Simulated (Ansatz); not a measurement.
# BSiN (quintet): the correlation ladder, def2-TZVPP

One table from this session's results is given with a row withheld; the runs are named, their logs left out.

Method: def2-TZVPP, core rule «outside noble gas», up to 7 orbitals frozen; program: Ansatz 0.2.0, Gaussian basis.

To be run: UHF; ROHF; CCSD(T) on UHF.

2 further runs of the same task are left out: 2 set aside as unsound or not needed.

### The system

The geometry is a PBE0/def2-TZVP stationary point (not a proven minimum) of the parent state, kept for this charge and spin.

3 atoms, charge 0, spin multiplicity 5.

Atoms are counted from 1 here; the program's logs count them from 0.

Bond lengths: B1–Si2 1.862 Å, Si2–N3 1.606 Å. Angles: B1–Si2–N3 180.0°.

The first run:

in.yaml

```yaml
crystal:
  periodic: [false, false, false]
  atoms:
    - {symbol: B, position_ang: [0.000000, 0.000000, 1.776800]}
    - {symbol: Si, position_ang: [0.000000, 0.000000, -0.085500]}
    - {symbol: N, position_ang: [0.000000, 0.000000, -1.691300]}
basis:
  gaussian: {orbitals: def2-TZVPP}
magnetization: {spin_polarized: true, initial_magnetization: 4}
hamiltonian: {xc: hf}
output: {orbitals: {seedname: orbitals}}
```

The run is started by

```bash
> ansatz run in.yaml --threads 1 --pin off --events-out ev --progress --plain --max-ram 2816MiB --backend cpu
```

Steps of the session up to this table: UHF; ROHF; CCSD(T) on UHF.

One table of the session follows, with a row left open; its other results are not shown here.

```
  method  from UCCSD(T) (meV)
    ROHF              +9536.4
     UHF              +9292.4
    UMP2              +1406.9
   UCCSD                    ?
UCCSD(T)                    0
```

Estimate the missing values for UCCSD.

The run gave: from UCCSD(T) (meV): +503.2. In the column «from UCCSD(T) (meV)» it lies between UCCSD(T) (0) and UMP2 (+1406.9).
